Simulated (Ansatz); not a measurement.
bcc K was calculated with LDA (PAW; Ansatz, a quantum-chemistry and plane-wave program).

Settings: plane-wave cutoff 520 eV, 18×18×18 k mesh, Fermi–Dirac smearing 0.1 eV, perturbation theory, force constants from a 6×6×6 q mesh, scalar-relativistic PAW data made under PBE.

Computed at the level's own relaxed cell.

Harmonic phonon frequencies (cm⁻¹; i marks an imaginary mode):

```
q point  frequencies
-------  -----------
N         (withheld)
H           78 78 78
```

Problem. Some entries are withheld; supply them.

Solution. 
- N, frequencies: 17 53 84

No imaginary mode appears at these points.
